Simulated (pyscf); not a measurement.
PySCF, gas phase, ωB97X-D3(BJ)/def2-SVP geometries. MP2 and CC: frozen core, UHF for open shells. ΔMP2 is the change of the MP2 total energy from the triple- to the quadruple-zeta basis.

**Question.** List the bond dissociation enthalpies at 298 K of H₃Ge–SeH from CCSD(T)/def2-TZVPP + ΔMP2(QZVPP), from the weakest bond up.

**Answer.** Ge–Se to GeH₃• + SeH•: 73.1 kcal/mol; H–Se to H₃Ge–Se• + H•: 81.0 kcal/mol; Ge–H to •H₂Ge–SeH + H•: 82.9 kcal/mol. Ring and multiple bonds, and those that leave no two simple radicals, are not listed. Other isomers of •H₂Ge–SeH, H₃Ge–Se• were not searched in full and may lie lower. The CCSD(T) − MP2 part came from Ansatz, without density fitting, on the same reference. The frozen core leaves the outer d or s,p core shells of the metals and heavy elements correlated in the MP2 and CC values, and def2-TZVPP describes them poorly, which can shift differences by a few kcal/mol. Left out: the spin-orbit lowering of SeH, which is large for Br, Se, Te and I. Elements up to Kr have no core potential and no relativistic terms here.
